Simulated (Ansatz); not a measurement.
Ta, DFT, PBE, all-electron PAW with datasets made for the crystal, scalar-relativistic (Ansatz 0.2.0), run on 1 thread of AMD EPYC 9R14 (Zen 4) on a shared host.

The structure comes from a relaxation in the same program, started in the bcc type. Whether it is a known phase or the ground state wasn't checked. The listed cell was then made from it by scaling, straining or moving an atom.

Command: `ansatz run input.yaml --threads 1 --pin off --max-ram 2048MiB --backend cpu --events-out ev --progress --plain --runs-dir out`

```yaml
crystal:
  lattice:
    - [-1.6853546339, 1.6604479152, 1.6604479152]
    - [1.6604479152, -1.6853546339, 1.6604479152]
    - [1.6604479152, 1.6604479152, -1.6853546339]
  atoms:
    - { symbol: Ta, position: [0.0, 0.0, 0.0] }
kpoints:
  mp_grid: { grid: [16, 16, 16] }
scf:
  occupations: { method: fermi_dirac, width: 0.08 }
hamiltonian:
  xc: pbe
  pseudopotentials: { kind: all_electron, datasets: crystal }
output:
  forces: true
  stress: true
  eigenvalues: true
  efg: { contact_densities: true }
```

**Question.** How large is the problem that the program sets up?

**Answer.** 417 irreducible k-points, 141 plane waves at Γ, 11 bands.

**Question.** About how long does it take, and how much memory does it use?

**Answer.** 21 s of wall time for 7 SCF iterations, with a peak of 0.87 GiB. Times on shared machines scatter by tens of per cent.

**Question.** And the same cell and mesh by full-potential LAPW, asked for forces, stress, eigenvalues, on the same hardware?

**Answer.** 25 s, peak memory 0.69 GiB.

**Question.** And the same cell and mesh by frozen-core PAW, asked for forces, stress, eigenvalues, efg, on the same hardware?

**Answer.** 3.3 s, peak memory 0.44 GiB.
